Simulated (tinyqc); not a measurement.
Born-Oppenheimer dynamics on the RHF/sto-6g surface (energies and gradients from PySCF), for BH3, spin multiplicity 1, step by step. Computed by tinyqc, a small Python program that keeps every step (integrals from PySCF). Settings: charge = 0, multiplicity = 1, basis = sto-6g, time step (fs) = 0.2, steps = 24. Command: `OMP_NUM_THREADS=1 python tinyqc.py 21898 21899 out.jsonl` (the two numbers bound the seeds that draw the settings). One thread of a shared host (Intel(R) Xeon(R) Processor @ 2.60GHz), about 6 s of CPU time with the checks.

positions (bohr):
```
            x          y          z
1B   0.015118   0.001890   0.122832
2H   2.056022   0.049133  -0.009449
3H  -1.118718   1.717761   0.003779
4H  -1.039349  -1.867049  -0.035905
```

The total energy should stay constant up to terms of order dt^2; the step counts as short enough if it moves by less than 2 % of the largest kinetic energy.

Trajectory:
```
time (fs)  1B-2H (angstrom)  potential (hartree)  kinetic (hartree)  total (hartree)
0.000000           1.082555         -26.32246529         0.00013606     -26.32232923
0.200000           1.082597         -26.32245100         0.00012172     -26.32232928
0.400000           1.083843         -26.32268116         0.00035070     -26.32233046
0.600000           1.086269         -26.32313708         0.00080444     -26.32233264
0.800000           1.089826         -26.32378402         0.00144841     -26.32233562
1.000000           1.094447         -26.32457450         0.00223539     -26.32233911
1.200000           1.100044         -26.32545259         0.00310979     -26.32234280
1.400000           1.106515         -26.32635877         0.00401236     -26.32234640
1.600000           1.113743         -26.32723463         0.00488499     -26.32234964
1.800000           1.121601         -26.32802717         0.00567486     -26.32235231
2.000000           1.129958         -26.32869208         0.00633782     -26.32235426
2.200000           1.138676         -26.32919610         0.00684066     -26.32235544
2.400000           1.147620         -26.32951817         0.00716234     -26.32235583
2.600000           1.156654         -26.32964960         0.00729411     -26.32235549
2.800000           1.165648         -26.32959339         0.00723888     -26.32235451
3.000000           1.174475         -26.32936290         0.00700990     -26.32235300
3.200000           1.183019         -26.32898009         0.00662900     -26.32235110
3.400000           1.191167         -26.32847354         0.00612462     -26.32234893
3.600000           1.198821         -26.32787638         0.00552977     -26.32234661
3.800000           1.205887         -26.32722435         0.00488008     -26.32234427
4.000000           1.212284         -26.32655391         0.00421191     -26.32234200
4.200000           1.217940         -26.32590065         0.00356076     -26.32233989
4.400000           1.222793         -26.32529785         0.00295984     -26.32233801
4.600000           1.226792         -26.32477534         0.00243893     -26.32233641
4.800000           1.229895         -26.32435851         0.00202337     -26.32233514
```

Is the time step short enough?

Yes. The total energy moves within 2.7e-05 hartree, under 2 % of the largest kinetic energy.
